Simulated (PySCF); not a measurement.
Compound: silanimine, H₃NSi.
Bonds: N1–Si2 (double). Hydrogens: H3 on N1; H4, H5 on Si2.

The closed-shell ground state was solved at several levels (PySCF, density fitting, gas phase, non-relativistic). Isolated species at its PBE0-D3(BJ)/def2-SVP geometry, gas phase.

```
              level  basis functions  HOMO (eV)  LUMO (eV)  gap (eV)  dipole (D)
     B97-2/pcSseg-2              121      -7.40      -1.75      5.65        2.53
      B3LYP/cc-pVTZ              106      -7.36      -1.82      5.54        2.29
    B3LYP/def2-TZVP               86      -7.39      -1.89      5.50        2.44
B3LYP/aug-cc-pVTZ-J              174      -7.45      -2.03      5.42        2.50
       B3LYP/6-31G*               38      -7.18      -1.51      5.67        2.25
      PBE0/pcSseg-1               56      -7.62      -1.55      6.07        2.39
```

**Question.** What might wB97X-D/def2-SVPD (68 basis functions) give for the same quantities?

**Answer.** HOMO -9.54 eV, LUMO 0.05 eV, gap 9.59 eV, dipole 2.62 D.

**Question.** Over all these levels, which gives the widest orbital gap and which the narrowest?

**Answer.** wB97X-D/def2-SVPD (range-separated hybrid) has the widest, 9.59 eV, and B3LYP/aug-cc-pVTZ-J (global hybrid, 20 % exact exchange) the narrowest, 5.42 eV. Functional and basis both differ between the two, so the spread mixes both effects.

**Question.** How much does the basis alone move the frontier levels among the 4 B3LYP rows?

**Answer.** The HOMO by 0.27 eV and the LUMO by 0.52 eV. By rising basis size (HOMO, LUMO in eV): 6-31G* -7.18, -1.51; def2-TZVP -7.39, -1.89; cc-pVTZ -7.36, -1.82; aug-cc-pVTZ-J -7.45, -2.03.

**Question.** How far do the dipole and the HOMO energy spread over the levels?

**Answer.** The dipole runs from 2.25 to 2.62 D (mean 2.43 D) and the HOMO from -9.54 to -7.18 eV.
